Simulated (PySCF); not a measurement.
Which determinant of BS lies lowest?

Unrestricted PBE0; PySCF, no relativity, basis sets B def2-SVPD, S def2-SVPD. Outer shells of the fragments: B 2s2 2p1; S 3s2 3p4.

Followed along the bond (rough minima from three points):

```csv
2Ms+1,unpaired,⟨S²⟩ at the start,R at minimum (Å),Te (eV)
2,σ ↑,0.78,1.62,0.00
2,π ↑,0.75,1.83,2.12
4,"σ ↑, π ↑↑",3.76,1.81,3.61
```

Solutions found at the starting distance of 1.800 Å, counted from the lowest of them; the search is not exhaustive and high or unbound solutions are not listed, so other states can lie among these:

```tsv
2Ms+1	unpaired	term	E (eV)	⟨S²⟩	⟨Lz²⟩	μ (D)
2	σ ↑	²Σ⁺	0.00	0.78	0.00	-1.46
2	π ↑	²Π	1.58	0.75	1.01	2.05
4	σ ↑, π ↑↑	mixed	3.07	3.76	2.01	0.28
4	σ ↑, π ↑↑	mixed	3.48	3.75	2.01	0.07
2	σ ↑, π ↑↓	mixed	3.64	1.76	2.01	-0.04
4	σ ↑↑, π ↑	⁴Π	6.24	3.78	1.00	0.23
```

A term symbol is given only where ⟨S²⟩ and ⟨Lz²⟩ are close to those of a pure state; real π, δ and φ orbitals otherwise mix terms. A positive dipole means B(−)S(+).

Compare the gap between the two lowest followed solutions at the starting distance with the gap between their minima.

At PBE0 the second solution (doublet, unpaired electrons π ↑) lies +1.58 eV from the first (doublet, unpaired electrons σ ↑) at 1.800 Å and +2.12 eV at the minima; the two curves relax by different amounts, since their minima lie near 1.83 and 1.62 Å.

Counting both spins, an empty level lies below a filled one in some of these solutions, because spin and occupation are held.
